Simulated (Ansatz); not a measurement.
## Nudged elastic band run: CH2NO

The input (input.yaml):

```yaml
crystal:
  periodic: [false, false, false]
  atoms:
    - { symbol: "N", position_ang: [-0.120228, 0.113931, -0.966699] }
    - { symbol: C, position_ang: [0.25804, -0.236637, 0.22485] }
    - { symbol: O, position_ang: [1.080107, -0.991095, 0.75078] }
    - { symbol: H, position_ang: [-0.872387, 0.797738, -1.022004] }
    - { symbol: H, position_ang: [-0.345533, 0.316053, 1.013082] }
magnetization:
  spin_polarized: true
  initial_magnetization: 1
basis:
  gaussian: { orbitals: "6-31G*" }
hamiltonian:
  xc: r2scan
  dispersion: d4
neb:
  order_check: false
  images: 7
  f_tol: 0.05
  max_iterations: 60
  final_atoms:
    - { symbol: "N", position_ang: [-0.35799224, 0.32781824, -0.17765648] }
    - { symbol: C, position_ang: [0.63256632, -0.58008013, -0.2020707] }
    - { symbol: O, position_ang: [1.2066617, -1.10628227, 0.7171444] }
    - { symbol: H, position_ang: [-0.74388265, 0.68223724, -1.03842102] }
    - { symbol: H, position_ang: [-0.73735414, 0.67629693, 0.7010128] }
  initial_path:
    images:
      - { positions_ang: [[-0.120228, 0.113931, -0.966699], [0.25804, -0.236637, 0.22485], [1.080107, -0.991095, 0.75078], [-0.872387, 0.797738, -1.022004], [-0.345533, 0.316053, 1.013082]] }
      - { positions_ang: [[-0.11939377, 0.1175728, -0.9043697], [0.28332717, -0.26470098, 0.25838001], [1.11737167, -1.02482222, 0.73072017], [-0.87278219, 0.79554454, -0.9532242], [-0.40852388, 0.37639584, 0.86850273]] }
      - { positions_ang: [[-0.11855953, 0.1212146, -0.8420404], [0.30861435, -0.29276495, 0.29191001], [1.15463633, -1.05854943, 0.71066034], [-0.87317739, 0.79335109, -0.88444441], [-0.47151475, 0.43673869, 0.72392345]] }
      - { positions_ang: [[-0.1177253, 0.12485641, -0.7797111], [0.33390152, -0.32082893, 0.32544002], [1.191901, -1.09227665, 0.69060051], [-0.87357258, 0.79115763, -0.81566461], [-0.53450563, 0.49708153, 0.57934418]] }
      - { positions_ang: [[-0.11689107, 0.12849821, -0.7173818], [0.35918869, -0.3488929, 0.35897002], [1.22916566, -1.12600386, 0.67054068], [-0.87396778, 0.78896417, -0.74688481], [-0.59749651, 0.55742438, 0.4347649]] }
      - { positions_ang: [[-0.17716636, 0.17832822, -0.58245047], [0.4275331, -0.40668971, 0.21870984], [1.22353967, -1.12107346, 0.68219161], [-0.8414465, 0.76228244, -0.81976886], [-0.63246091, 0.58714252, 0.50132688]] }
      - { positions_ang: [[-0.23744165, 0.22815822, -0.44751914], [0.49587751, -0.46448652, 0.07844966], [1.21791368, -1.11614307, 0.69384254], [-0.80892522, 0.7356007, -0.89265292], [-0.66742532, 0.61686066, 0.56788885]] }
      - { positions_ang: [[-0.29771695, 0.27798823, -0.31258781], [0.56422192, -0.52228333, -0.06181052], [1.21228769, -1.11121267, 0.70549347], [-0.77640393, 0.70891897, -0.96553697], [-0.70238973, 0.64657879, 0.63445083]] }
      - { positions_ang: [[-0.35799224, 0.32781824, -0.17765648], [0.63256632, -0.58008013, -0.2020707], [1.2066617, -1.10628227, 0.7171444], [-0.74388265, 0.68223724, -1.03842102], [-0.73735414, 0.67629693, 0.7010128]] }
```

Command:

```bash
$ ansatz run input.yaml --threads 1 --pin off --max-ram 2048MiB --backend cpu --events-out ev --progress --plain --runs-dir out
```

Output, in part (warnings, iteration lines):

```
NEB end point (image 0): max|allowed force component| = 7.830e-3 eV/Å (the criterion of neb.relax_end_points is 1.000e-2)
NEB end point (image 8): max|allowed force component| = 7.937e-4 eV/Å (the criterion of neb.relax_end_points is 1.000e-2)
NEB iter   1: max|band force component| = 7.453e0 eV/Å  barrier→ = 3.8229 eV  barrier← = 4.8328 eV  Δτ_max = 0.1987 Å  (391 SCF iters)
NEB iter   2: max|band force component| = 3.795e0 eV/Å  barrier→ = 2.1316 eV  barrier← = 3.1414 eV  Δτ_max = 0.1961 Å  (273 SCF iters)
NEB iter   3: max|band force component| = 1.893e0 eV/Å  barrier→ = 1.4201 eV  barrier← = 2.4299 eV  Δτ_max = 0.1985 Å  (285 SCF iters)
NEB iter   4: max|band force component| = 3.273e0 eV/Å  barrier→ = 1.0211 eV  barrier← = 2.0310 eV  Δτ_max = 0.1013 Å  (283 SCF iters)
NEB iter   5: max|band force component| = 2.168e0 eV/Å  barrier→ = 0.8967 eV  barrier← = 1.9065 eV  Δτ_max = 0.1006 Å  (273 SCF iters)
NEB iter   6: max|band force component| = 1.581e0 eV/Å  barrier→ = 0.9119 eV  barrier← = 1.9218 eV  Δτ_max = 0.1025 Å  (267 SCF iters)
NEB iter   7: max|band force component| = 1.823e0 eV/Å  barrier→ = 0.8090 eV  barrier← = 1.8188 eV  Δτ_max = 0.0517 Å  (281 SCF iters)
NEB iter   8: max|band force component| = 1.336e0 eV/Å  barrier→ = 0.7140 eV  barrier← = 1.7239 eV  Δτ_max = 0.0510 Å  (251 SCF iters)
NEB iter   9: max|band force component| = 9.749e-1 eV/Å  barrier→ = 0.6340 eV  barrier← = 1.6439 eV  Δτ_max = 0.0506 Å  (244 SCF iters)
NEB iter  10: max|band force component| = 3.919e-1 eV/Å  barrier→ = 0.5714 eV  barrier← = 1.5812 eV  CI = image 6  Δτ_max = 0.1026 Å  (247 SCF iters)
NEB iter  11: max|band force component| = 6.413e-1 eV/Å  barrier→ = 0.5847 eV  barrier← = 1.5945 eV  CI = image 1  Δτ_max = 0.0500 Å  (245 SCF iters)
NEB iter  12: max|band force component| = 4.252e-1 eV/Å  barrier→ = 0.5887 eV  barrier← = 1.5986 eV  CI = image 1  Δτ_max = 0.0500 Å  (240 SCF iters)
NEB iter  13: max|band force component| = 2.320e-1 eV/Å  barrier→ = 0.5870 eV  barrier← = 1.5968 eV  CI = image 1  Δτ_max = 0.0999 Å  (237 SCF iters)
NEB iter  14: max|band force component| = 3.030e-1 eV/Å  barrier→ = 0.5876 eV  barrier← = 1.5975 eV  CI = image 1  Δτ_max = 0.0500 Å  (240 SCF iters)
NEB iter  15: max|band force component| = 2.965e-1 eV/Å  barrier→ = 0.5860 eV  barrier← = 1.5958 eV  CI = image 1  Δτ_max = 0.0499 Å  (235 SCF iters)
NEB iter  16: max|band force component| = 2.124e-1 eV/Å  barrier→ = 0.5859 eV  barrier← = 1.5957 eV  CI = image 1  Δτ_max = 0.0499 Å  (232 SCF iters)
NEB iter  17: max|band force component| = 2.907e-1 eV/Å  barrier→ = 0.5859 eV  barrier← = 1.5957 eV  CI = image 1  Δτ_max = 0.0499 Å  (230 SCF iters)
NEB iter  18: max|band force component| = 2.173e-1 eV/Å  barrier→ = 0.5859 eV  barrier← = 1.5957 eV  CI = image 1  Δτ_max = 0.0970 Å  (225 SCF iters)
NEB iter  19: max|band force component| = 2.512e-1 eV/Å  barrier→ = 0.5859 eV  barrier← = 1.5957 eV  CI = image 1  Δτ_max = 0.0976 Å  (228 SCF iters)
NEB iter  20: max|band force component| = 2.120e-1 eV/Å  barrier→ = 0.5859 eV  barrier← = 1.5957 eV  CI = image 1  Δτ_max = 0.0991 Å  (229 SCF iters)
NEB iter  21: max|band force component| = 3.416e-1 eV/Å  barrier→ = 0.5859 eV  barrier← = 1.5957 eV  CI = image 1  Δτ_max = 0.0496 Å  (222 SCF iters)
NEB iter  22: max|band force component| = 8.879e-1 eV/Å  barrier→ = 0.5859 eV  barrier← = 1.5957 eV  CI = image 1  Δτ_max = 0.0255 Å  (219 SCF iters)
NEB iter  23: max|band force component| = 3.754e-1 eV/Å  barrier→ = 0.5859 eV  barrier← = 1.5957 eV  CI = image 1  Δτ_max = 0.0348 Å  (216 SCF iters)
NEB iter  24: max|band force component| = 1.085e-1 eV/Å  barrier→ = 0.5859 eV  barrier← = 1.5957 eV  CI = image 1  Δτ_max = 0.0431 Å  (221 SCF iters)
NEB iter  25: max|band force component| = 3.310e-2 eV/Å  barrier→ = 0.5859 eV  barrier← = 1.5957 eV  CI = image 1  Δτ_max = 0.0000 Å  (433 SCF iters)
Error: NEB band stopped at iteration 25: every band force meets `neb.f_tol`, and the climbing image, 0.59 eV above the higher end point, is dissociated in a way that neither end point is, and its saddle order is undetermined (no order was read). Sites 0 and 4 (counted from 0) are 2.3 times as far …
```

The run ended with an error. The band forces had met their threshold (the largest was 0.03 eV/Å), but the top image is dissociated in a way that neither end point is, so no saddle is shown and the energies are provisional: over the last iterations the top stayed at 0.59 eV.

Final band (atoms are numbered from 1 in the order of the input):

```
image  path coordinate (Å)  energy (eV)  C2–H5 (Å)  N1–H5 (Å)
    0                 0.00         0.00       1.14       2.00
    1                 0.43         0.59       1.73       2.31
    2                 1.08         0.43       2.55       2.92
    3                 1.72         0.41       3.06       3.08
    4                 2.37         0.41       3.21       2.67
    5                 3.02         0.42       3.49       2.59
    6                 3.67         0.42       2.97       2.31
    7                 4.32         0.42       2.47       1.47
    8                 4.96        -1.01       2.07       1.02
```

Time of the run: 4.4 min on 1 thread of Intel(R) Xeon(R) Platinum 8488C (Sapphire Rapids), on a shared host, peak memory 0.15 GiB.
